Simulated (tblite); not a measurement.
Isomers of C2H5P. Method: GFN2-xTB as coded in tblite; computed harmonic values from a numerical Hessian at the method's own geometry, unscaled. This tight-binding method is rough: wavenumbers can miss measured ones by several per cent, in bad cases by 10 to 20. Modes of hydrogen on phosphorus can be 10 to 20 % off. One conformer each.

Electronic energies: GFN2-xTB at the same geometries; isomer energies are rough at this level and their order can be wrong.

```csv
SMILES,"electronic energy, lowest = 0 (kcal/mol)"
[H]/P=C\C,4.8
C1CP1,0.0
C=CP,8.1
```

How do GFN2-xTB zero-point energies change the relative energies?

```
   SMILES  ZPE (kcal/mol)  of it from modes above 1550 cm⁻¹  electronic (kcal/mol)  with ZPE, lowest = 0 (kcal/mol)  lowest mode (cm⁻¹)  rings
    C1CP1            38.8                              20.7                    0.0                              0.0                 618      1
[H]/P=C\C            38.3                              20.3                    4.8                              4.3                 152      0
     C=CP            36.5                              22.1                    8.1                              5.8                 161      0
```

The zero-point energies span 2.3 kcal/mol, from `C=CP` to `C1CP1`. The order is unchanged.

What do entropy and thermal enthalpy add at 298.15 K and 1 bar (rigid rotor, harmonic oscillator, one conformer each)?

```tsv
SMILES	point group	symmetry number	S (cal/(mol K))	H − H(0) (kcal/mol)	ZPE + H − H(0) − TS (kcal/mol)
C1CP1	Cs	1	63.1	2.84	22.8
[H]/P=C\C	Cs	1	66.6	3.33	21.7
C=CP	C1	1	66.9	3.40	19.9
```
